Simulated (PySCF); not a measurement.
C2F4, SMILES FC(F)=C(F)F.

Geometry: r2SCAN-D4/def2-SVP.

The numbers are results of PBE/def2-TZVP (PySCF), not measurements.

Symmetry labels are those of the subgroup D2h that the program uses (full group D2h).

Computed valence orbital energies around the gap with their symmetry:
```
orbital  symmetry  energy (eV)
-------  --------  -----------
HOMO−7        B2g       -12.53
HOMO−6        B1u       -11.76
HOMO−5        B1g       -11.16
HOMO−4         Au       -11.00
HOMO−3        B2u       -10.95
HOMO−2         Ag       -10.82
HOMO−1        B3g       -10.39
HOMO          B3u        -6.05
LUMO          B2g        -0.32
LUMO+1        B2u         0.39
LUMO+2         Ag         0.74
LUMO+3        B1u         1.37
```
